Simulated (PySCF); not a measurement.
**Solvent effects on NMR parameters**

Molfile (atoms numbered from 1):
```
C5H11F
     RDKit          3D

 17 16  0  0  0  0  0  0  0  0999 V2000
   -2.5226    0.3340    0.2776 C   0  0  0  0  0  0  0  0  0  0  0  0
   -1.3020   -0.4368   -0.1994 C   0  0  0  0  0  0  0  0  0  0  0  0
    0.0132    0.2606    0.1184 C   0  0  0  0  0  0  0  0  0  0  0  0
    1.2389   -0.5044   -0.3591 C   0  0  0  0  0  0  0  0  0  0  0  0
    2.5444    0.1717   -0.0151 C   0  0  0  0  0  0  0  0  0  0  0  0
    2.6724    0.3075    1.3483 F   0  0  0  0  0  0  0  0  0  0  0  0
   -3.4574   -0.1938    0.0355 H   0  0  0  0  0  0  0  0  0  0  0  0
   -2.4973    0.4842    1.3688 H   0  0  0  0  0  0  0  0  0  0  0  0
   -2.5733    1.3311   -0.1889 H   0  0  0  0  0  0  0  0  0  0  0  0
   -1.2970   -1.4427    0.2568 H   0  0  0  0  0  0  0  0  0  0  0  0
   -1.3710   -0.6051   -1.2891 H   0  0  0  0  0  0  0  0  0  0  0  0
    0.0123    1.2695   -0.3342 H   0  0  0  0  0  0  0  0  0  0  0  0
    0.0975    0.4189    1.2068 H   0  0  0  0  0  0  0  0  0  0  0  0
    1.2029   -0.6414   -1.4543 H   0  0  0  0  0  0  0  0  0  0  0  0
    1.2408   -1.5179    0.0789 H   0  0  0  0  0  0  0  0  0  0  0  0
    2.5963    1.1802   -0.4636 H   0  0  0  0  0  0  0  0  0  0  0  0
    3.4035   -0.4140   -0.3851 H   0  0  0  0  0  0  0  0  0  0  0  0
  1  2  1  0
  2  3  1  0
  3  4  1  0
  4  5  1  0
  5  6  1  0
  1  7  1  0
  1  8  1  0
  1  9  1  0
  2 10  1  0
  2 11  1  0
  3 12  1  0
  3 13  1  0
  4 14  1  0
  4 15  1  0
  5 16  1  0
  5 17  1  0
M  END
```

GIAO PBE0/pcSseg-1 in PySCF 2.14.0 with density-fitted response routines on one PBE0-D3(BJ)/def2-SVP conformer, non-relativistic, equivalent nuclei averaged. Solvents enter as an IEF-PCM continuum (cyclohexane with ε = 2.0, water with ε = 78.4) around the gas-phase geometry. Shifts are referred to TMS, CFCl3 computed in the same medium.

Gas phase, δ in ppm: C5 84.3, C4 35.0, C3 31.4, C2 26.9, C1 16.6, F6 -243.4, H16/H17 4.45, H14/H15 1.37, H12/H13 1.27, H10/H11 1.18, H7/H8/H9 1.04. Dipole moment 1.78 D.

(1) How does each δ change in the continuum?

(2) Which nuclei move most (in ppm), and what does the model miss?

Answers

(1) 
| atoms | environment | Δδ, cyclohexane | Δδ, water |
| --- | --- | --- | --- |
| C5 | sp3 CH2 bonded to F | +0.8 | +2.1 |
| C4 | sp3 CH2 | +0.2 | +0.4 |
| C3 | sp3 CH2 | +0.2 | +0.7 |
| C2 | sp3 CH2 | +0.2 | +0.5 |
| C1 | methyl carbon | +0.1 | +0.4 |
| F6 | fluorine on an sp3 carbon | -2.3 | -5.7 |
| H16/H17 | hydrogen on an sp3 CH2 bonded to F | +0.06 | +0.18 |
| H14/H15 | hydrogen on an sp3 CH2 | +0.04 | +0.11 |
| H12/H13 | hydrogen on an sp3 CH2 | -0.02 | -0.07 |
| H10/H11 | hydrogen on an sp3 CH2 | +0.01 | +0.02 |
| H7/H8/H9 | hydrogen on a methyl carbon | -0.01 | -0.03 |

Changes are relative to the gas phase. The dipole moment becomes 1.94 D in cyclohexane, 2.24 D in water.

(2) F6 (fluorine on an sp3 carbon, -5.7 ppm) in water. A continuum only polarises the solute; specific hydrogen bonds, the anisotropy of aromatic solvents and changes of geometry or conformer are outside it.
